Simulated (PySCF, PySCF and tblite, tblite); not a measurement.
# C2H5NO: conformers and averaged spectra, part 1 of 2

Which conformers does C2H5NO (`CC(N)=O`) populate, and what do their averaged NMR parameters look like?

Computed with tblite 0.8.0 (tight binding) and PySCF 2.14.0 (DFT, with response routines of our own); each step states its level. Atoms count from 0 throughout.

## 1. The starting structure

9 atoms, charge 0, multiplicity 1; geometry from: MMFF94s geometry.

Bonds of the start (Å): C0–C1 1.51, C0–H4 1.12, C0–H5 1.12, C0–H6 1.11, C1–N2 1.36, C1–O3 1.21, N2–H7 1.00, N2–H8 1.01.

## 2. GFN2-xTB relaxation, conformer 1

What the job is given:

```
{"job": {"xc": "GFN2-xTB", "basis": "xTB", "kind": "relax"}, "charge": 0, "multiplicity": 1}
C     -1.006400    -0.406900     0.190100
C      0.126100     0.594300     0.124100
N      1.294100     0.100600    -0.355100
O      0.018200     1.746000     0.476600
H     -1.164200    -0.680200     1.261500
H     -1.936300     0.084400    -0.180600
H     -0.785300    -1.318600    -0.404500
H      1.408400    -0.857600    -0.632100
H      2.091900     0.713000    -0.401300
```

Run with:

```sh
$ OMP_NUM_THREADS=1 python ens_run.py task.json out
```

The driver reads the study from task.json and runs its stages one after another.

The log of the run:

```text
step      E/eV     max force
  0    -375.99653    0.891
  1    -376.02276    0.441
  2    -376.03202    0.285
  3    -376.03312    0.152
  4    -376.03363    0.121
  5    -376.03372    0.084
  6    -376.03379    0.037
  7    -376.03384    0.019
  8    -376.03386    0.024
  9    -376.03389    0.019
 10    -376.03390    0.013
 11    -376.03392    0.013
 12    -376.03393    0.018
 13    -376.03396    0.024
 14    -376.03401    0.032
 15    -376.03408    0.030
 16    -376.03415    0.025
 17    -376.03420    0.023
 18    -376.03424    0.018
 19    -376.03429    0.023
 20    -376.03435    0.025
 21    -376.03443    0.025
 22    -376.03455    0.035
 23    -376.03477    0.054
 24    -376.03519    0.089
 25    -376.03579    0.113
 26    -376.03666    0.107
 27    -376.03713    0.139
 28    -376.03813    0.117
 29    -376.03893    0.120
 30    -376.03982    0.168
 31    -376.04087    0.089
 32    -376.04153    0.056
 33    -376.04229    0.064
 34    -376.04258    0.057
 35    -376.04331    0.064
 36    -376.04426    0.061
 37    -376.04484    0.070
 38    -376.04487    0.081
 39    -376.04531    0.053
 40    -376.04556    0.047
 41    -376.04605    0.053
 42    -376.04628    0.047
 43    -376.04659    0.051
 44    -376.04693    0.047
 45    -376.04719    0.061
 46    -376.04739    0.054
 47    -376.04751    0.022
 48    -376.04757    0.017
 49    -376.04762    0.014
 50    -376.04764    0.013
 51    -376.04765    0.010
 52    -376.04765    0.006
 53    -376.04766    0.005
 54    -376.04766    0.006
 55    -376.04766    0.004
 56    -376.04767    0.007
 57    -376.04767    0.008
 58    -376.04767    0.006
 59    -376.04767    0.004
```

Wall time 0.15 s (1 thread of Arm Neoverse V1, shared host).

The energy fell by 0.051 eV, and the atoms moved 0.37 Å (root mean square).

## 3. DFT optimisation, start 1: PBE0-D3(BJ)/def2-SVP

What the job is given:

```
{"job": {"kind": "geom", "xc": "PBE0", "basis": "def2-SVP", "d3": "d3bj", "grid": 1, "maxiter": 40}, "charge": 0, "multiplicity": 1}
C     -1.012391    -0.394807     0.165420
C      0.092560     0.627482     0.004482
N      1.315156     0.078048    -0.202448
O     -0.074717     1.823040     0.051264
H     -0.806596    -1.031196     1.023204
H     -1.957852     0.116620     0.316539
H     -1.076812    -1.015739    -0.725237
H      1.434058    -0.819513    -0.635353
H      2.132130     0.583835     0.095635
```

The log of the run:

```text
step      E/eV     max force
  0     -5682.35065   0.6338
  1     -5682.49308   0.8730
  2     -5682.52811   1.3237
  3     -5682.46895   2.5823
  4     -5682.54784   0.4173
  5     -5682.56135   0.6360
  6     -5682.57186   0.5385
  7     -5682.57479   0.1248
  8     -5682.57540   0.0976
  9     -5682.57590   0.0361
 10     -5682.57596   0.0224
```

It took 19 s on 1 thread of Arm Neoverse V1, shared host; peak memory 0.33 GiB.

The energy fell by 0.225 eV, and the atoms moved 0.20 Å (root mean square).

## 4. Shieldings, conformer 1: wB97X-D/pcSseg-1 in chloroform

What the job is given:

```
{"job": {"xc": "wB97X-D", "basis": "pcSseg-1", "solvent": "chloroform", "kind": "nmr", "pop": true}, "charge": 0, "multiplicity": 1}
C     -1.020958    -0.393512     0.134718
C      0.113424     0.608068     0.087013
N      1.323882     0.085792    -0.256513
O     -0.034183     1.781757     0.352432
H     -0.956254    -0.982986     1.063223
H     -1.970750     0.153684     0.135117
H     -0.995052    -1.093016    -0.714346
H      1.459420    -0.894140    -0.452201
H      2.126008     0.702122    -0.255937
```

The log of the run:

```text
coarse grid: 7424 points
cycle   1  E = -208.9688582394  dE =  5.959e-01  |g| = 8.464e-01  |ddm| = 2.478e+00
cycle   2  E = -208.8552493805  dE =  1.136e-01  |g| = 1.206e+00  |ddm| = 1.436e+00
cycle   3  E = -209.1060117310  dE = -2.508e-01  |g| = 7.991e-02  |ddm| = 8.651e-01
cycle   4  E = -209.1071262055  dE = -1.114e-03  |g| = 3.900e-02  |ddm| = 6.387e-02
cycle   5  E = -209.1074217348  dE = -2.955e-04  |g| = 7.162e-03  |ddm| = 2.589e-02
cycle   6  E = -209.1074350825  dE = -1.335e-05  |g| = 2.652e-03  |ddm| = 7.811e-03
cycle   7  E = -209.1074373161  dE = -2.234e-06  |g| = 5.832e-04  |ddm| = 3.840e-03
final grid: 71480 points
cycle   8  E = -209.1399890416  dE = -9.887e-05  |g| = 5.939e-03  |ddm| = 2.536e-02
cycle   9  E = -209.1399896143  dE = -5.728e-07  |g| = 6.373e-03  |ddm| = 7.087e-03
cycle  10  E = -209.1399970884  dE = -7.474e-06  |g| = 6.951e-04  |ddm| = 3.508e-03
cycle  11  E = -209.1399971731  dE = -8.468e-08  |g| = 5.165e-04  |ddm| = 7.341e-04
cycle  12  E = -209.1399972250  dE = -5.192e-08  |g| = 7.466e-05  |ddm| = 5.992e-04
cycle  13  E = -209.1399972273  dE = -2.299e-09  |g| = 3.395e-05  |ddm| = 1.299e-04
cycle  14  E = -209.1399972278  dE = -5.156e-10  |g| = 6.160e-06  |ddm| = 7.726e-05
converged SCF energy = -209.1399972278

GIAO shielding tensors (ppm)
atom      isotropic    diamagn.    paramagn.     s11        s22        s33       span
  0 C      160.497     250.747     -90.250    135.642    154.111    191.738     56.096
  1 C       10.183     245.155    -234.971    -75.838      7.399     98.989    174.827
  2 N      145.472     324.168    -178.696     40.646    151.040    244.731    204.085
  3 O      -67.325     402.489    -469.814   -345.360   -165.246    308.631    653.991
  4 H       29.123      29.040       0.083     26.197     27.558     33.614      7.417
  5 H       29.793      29.125       0.668     26.177     28.323     34.878      8.702
  6 H       29.439      29.913      -0.474     25.859     28.761     33.696      7.837
  7 H       26.237      32.149      -5.912     22.070     25.275     31.367      9.297
  8 H       26.745      30.529      -3.785     22.420     23.052     34.761     12.341
```

Run time: 8.4 s. Hardware: 1 thread of Arm Neoverse V1, shared host; peak memory 0.45 GiB.

Key values: HOMO -9.44 eV, LUMO 2.73 eV; dipole 4.79 D.

Orbitals, density, ELF and potential are computed afterwards from the orbital file.

Frontier orbitals at wB97X-D/pcSseg-1, with the share of their density that lies nearest to each atom:

```tsv
orbital	energy (eV)	lies on
HOMO	-9.44	O3 74 %; C0 8 %
LUMO	2.73	C1 45 %; O3 24 %; H4 9 %
```

ELF in a plane through or near 7 of the atoms.

Ten even steps from '0' (0.00) to '9' (1.00):
```
0000000000000000000000000000
0000000000000000000000000000
0000000000000000000000000000
0000000000133332100000000000
0000000025688887500000000000
0000000036897698500000000000
0000000014684485101574000000
0000003100167861049999200000
0000179962242536489999400000
0000499997585169469998300000
0000279982656365134532000000
0000013357774015775310000000
0000000179997005775300000000
0000000189997004654100000000
0000000069984001221000000000
0000000002310000000000000000
0000000000000000000000000000
0000000000000000000000000000
0000000000000000000000000000
0000000000000000000000000000
```
The map spans 9.7 Å across and 8.8 Å up, centred on the molecule. Atoms in the plane (x, y in Å): C0 (1.1, -0.1), C1 (-0.2, 0.6), N2 (-1.3, -0.3), O3 (-0.4, 1.8), H5 (1.9, 0.6), H7 (-1.2, -1.3), H8 (-2.2, 0.2).

log10 of the density (e/Å³) in the same plane.

Values, 10 rows by 14 columns:
```
-4.0 -4.0 -4.0 -4.0 -4.0 -4.0 -4.0 -4.0 -4.0 -4.0 -4.0 -4.0 -4.0 -4.0
-4.0 -4.0 -4.0 -4.0 -3.5 -2.6 -2.1 -2.2 -3.0 -4.0 -4.0 -4.0 -4.0 -4.0
-4.0 -4.0 -4.0 -3.5 -1.8 -0.9 -0.1 -0.3 -1.3 -2.6 -3.3 -4.0 -4.0 -4.0
-4.0 -4.0 -3.6 -2.5 -1.5 -0.5  0.9  0.4 -1.0 -1.5 -1.7 -2.7 -3.9 -4.0
-4.0 -3.9 -2.3 -1.0 -0.6 -0.4  0.5  0.3 -0.3  0.0 -0.6 -1.9 -3.3 -4.0
-4.0 -3.7 -2.0 -0.7  0.3  1.6  0.0 -0.2  0.7  0.1 -1.0 -2.1 -3.4 -4.0
-4.0 -4.0 -2.9 -1.7 -0.5  0.3 -0.6 -1.2 -0.4 -0.7 -1.7 -2.7 -3.8 -4.0
-4.0 -4.0 -4.0 -2.8 -1.6 -1.2 -1.6 -2.2 -1.8 -1.9 -2.6 -3.5 -4.0 -4.0
-4.0 -4.0 -4.0 -4.0 -3.9 -3.6 -3.8 -3.8 -3.6 -3.7 -4.0 -4.0 -4.0 -4.0
-4.0 -4.0 -4.0 -4.0 -4.0 -4.0 -4.0 -4.0 -4.0 -4.0 -4.0 -4.0 -4.0 -4.0
```
The map spans 9.7 Å across and 8.8 Å up, centred on the molecule. Atoms in the plane (x, y in Å): C0 (1.1, -0.1), C1 (-0.2, 0.6), N2 (-1.3, -0.3), O3 (-0.4, 1.8), H5 (1.9, 0.6), H7 (-1.2, -1.3), H8 (-2.2, 0.2).

On the surface of density 0.002 e/bohr³ the electrostatic potential runs, from the 1st to the 99th percentile, from -2.47 V near O3 to 2.51 V near H7.

## 5. Single-point energy, conformer 1: PBE0/def2-TZVP in chloroform

Changed since step 4:

```diff
@@ -1,2 +1,2 @@
-{"job": {"xc": "wB97X-D", "basis": "pcSseg-1", "solvent": "chloroform", "kind": "nmr", "pop": true}, "charge": 0, "multiplicity": 1}
+{"job": {"xc": "PBE0", "basis": "def2-TZVP", "solvent": "chloroform", "kind": "sp"}, "charge": 0, "multiplicity": 1}
 C     -1.020958    -0.393512     0.134718
```

The log of the run:

```text
coarse grid: 7424 points
cycle   1  E = -208.9574126977  dE =  5.147e-01  |g| = 8.143e-01  |ddm| = 2.143e+00
cycle   2  E = -208.6304855571  dE =  3.269e-01  |g| = 1.543e+00  |ddm| = 3.679e+00
cycle   3  E = -209.0776483451  dE = -4.472e-01  |g| = 1.755e-01  |ddm| = 3.051e+00
cycle   4  E = -209.0835811517  dE = -5.933e-03  |g| = 5.783e-02  |ddm| = 1.217e-01
cycle   5  E = -209.0841837628  dE = -6.026e-04  |g| = 1.551e-02  |ddm| = 3.587e-02
cycle   6  E = -209.0842369174  dE = -5.315e-05  |g| = 2.921e-03  |ddm| = 1.129e-02
cycle   7  E = -209.0842386392  dE = -1.722e-06  |g| = 5.130e-04  |ddm| = 3.650e-03
final grid: 71480 points
cycle   8  E = -209.0755141850  dE = -2.907e-05  |g| = 1.075e-02  |ddm| = 3.766e-02
cycle   9  E = -209.0754649588  dE =  4.923e-05  |g| = 1.954e-02  |ddm| = 1.977e-02
cycle  10  E = -209.0755353873  dE = -7.043e-05  |g| = 1.545e-03  |ddm| = 1.533e-02
cycle  11  E = -209.0755358563  dE = -4.690e-07  |g| = 1.565e-04  |ddm| = 1.699e-03
cycle  12  E = -209.0755358616  dE = -5.336e-09  |g| = 5.812e-05  |ddm| = 1.304e-04
cycle  13  E = -209.0755358622  dE = -6.154e-10  |g| = 1.922e-05  |ddm| = 4.881e-05
converged SCF energy = -209.0755358622
```

It took 3.8 s on 1 thread of Arm Neoverse V1, shared host; peak memory 0.62 GiB.

In short: HOMO -7.51 eV, LUMO 0.77 eV; dipole 4.79 D.

## 6. Couplings, conformer 1: B3LYP/pcJ-1

Changed since step 5:

```diff
@@ -1,2 +1,2 @@
-{"job": {"xc": "PBE0", "basis": "def2-TZVP", "solvent": "chloroform", "kind": "sp"}, "charge": 0, "multiplicity": 1}
+{"job": {"xc": "B3LYP", "basis": "pcJ-1", "kind": "j"}, "charge": 0, "multiplicity": 1}
 C     -1.020958    -0.393512     0.134718
```

The log of the run:

```text
coarse grid: 7424 points
cycle   1  E = -209.0379441984  dE =  5.197e-01  |g| = 8.957e-01  |ddm| = 2.302e+00
cycle   2  E = -208.3851579351  dE =  6.528e-01  |g| = 1.998e+00  |ddm| = 2.675e+00
cycle   3  E = -209.1793839844  dE = -7.942e-01  |g| = 2.595e-01  |ddm| = 2.180e+00
cycle   4  E = -209.1918463296  dE = -1.246e-02  |g| = 1.067e-01  |ddm| = 2.189e-01
cycle   5  E = -209.1939106194  dE = -2.064e-03  |g| = 2.338e-02  |ddm| = 5.800e-02
cycle   6  E = -209.1940229950  dE = -1.124e-04  |g| = 6.744e-03  |ddm| = 1.769e-02
cycle   7  E = -209.1940328984  dE = -9.903e-06  |g| = 9.566e-04  |ddm| = 5.368e-03
final grid: 71480 points
cycle   8  E = -209.2326204347  dE = -8.068e-05  |g| = 7.391e-03  |ddm| = 1.272e-02
cycle   9  E = -209.2325944960  dE =  2.594e-05  |g| = 1.374e-02  |ddm| = 1.237e-02
cycle  10  E = -209.2326297266  dE = -3.523e-05  |g| = 1.998e-03  |ddm| = 9.728e-03
cycle  11  E = -209.2326304472  dE = -7.207e-07  |g| = 4.135e-04  |ddm| = 1.647e-03
cycle  12  E = -209.2326304766  dE = -2.938e-08  |g| = 1.080e-04  |ddm| = 2.433e-04
cycle  13  E = -209.2326304791  dE = -2.465e-09  |g| = 1.900e-05  |ddm| = 7.719e-05
cycle  14  E = -209.2326304791  dE = -7.475e-11  |g| = 5.212e-06  |ddm| = 1.921e-05
converged SCF energy = -209.2326304791

Indirect spin-spin couplings (Hz)
  i      j    bonds     total        FC       PSO       DSO        SD
  0 C    1 C    1     54.814    54.992    -1.295     0.259     0.858
  0 C    2 N    2    -12.572   -12.788     0.186     0.011     0.019
  0 C    3 O    2     -3.362    -4.243     1.014     0.047    -0.180
  0 C    4 H    1    130.404   128.309     1.306     0.625     0.163
  0 C    5 H    1    143.339   141.558     0.956     0.624     0.201
  0 C    6 H    1    130.447   128.351     1.299     0.630     0.167
  0 C    7 H    3     -0.153    -0.060    -0.030     0.006    -0.068
  0 C    8 H    3      7.386     7.422     0.601    -0.675     0.038
  1 C    2 N    1    -16.290   -19.568     3.395    -0.109    -0.008
  1 C    3 O    1     26.595    14.890    13.800    -0.091    -2.004
  1 C    4 H    2     -5.535    -5.734     0.043     0.040     0.117
  1 C    5 H    2     -6.396    -6.154    -0.267     0.014     0.011
  1 C    6 H    2     -3.995    -4.005    -0.058    -0.014     0.082
  1 C    7 H    2      5.871     7.125    -0.602    -0.561    -0.091
  1 C    8 H    2     -0.811     0.562    -0.695    -0.511    -0.167
  2 N    3 O    2      0.580     2.167    -2.486    -0.024     0.923
  2 N    4 H    3      0.346     0.294    -0.024     0.067     0.009
  2 N    5 H    3     -3.388    -3.415    -0.178     0.214    -0.009
  2 N    6 H    3      0.092     0.043     0.022     0.004     0.023
  2 N    7 H    1    -94.891   -91.732    -2.503    -0.303    -0.353
  2 N    8 H    1    -95.537   -92.681    -2.256    -0.305    -0.295
  3 O    4 H    3     -1.151    -1.180    -0.103     0.230    -0.097
  3 O    5 H    3     -1.067    -1.406     0.345     0.036    -0.042
  3 O    6 H    3     -2.190    -2.520     0.013     0.315     0.002
  3 O    7 H    3     -0.818    -2.402     0.939     0.479     0.167
  3 O    8 H    3      1.627    -0.394     1.531     0.099     0.391
  4 H    5 H    2    -16.018   -16.358     2.689    -2.589     0.240
  4 H    6 H    2    -16.736   -17.121     2.674    -2.531     0.241
  4 H    7 H    4     -0.418    -0.360    -0.113     0.018     0.038
  4 H    8 H    4     -1.043    -0.889     1.944    -2.093    -0.004
  5 H    6 H    2    -12.288   -12.578     2.772    -2.690     0.208
  5 H    7 H    4      0.487     0.624     1.810    -1.941    -0.006
  5 H    8 H    4      3.429     3.570     2.184    -2.344     0.019
  6 H    8 H    4      0.276     0.424     2.099    -2.242    -0.005
  7 H    8 H    2      7.483     6.824     6.622    -5.923    -0.040
```

Run time: 15 s. Hardware: 1 thread of Arm Neoverse V1, shared host; peak memory 0.69 GiB.

This run: HOMO -6.99 eV, LUMO 0.61 eV; dipole 3.92 D.

(Continued in part 2 of 2.)
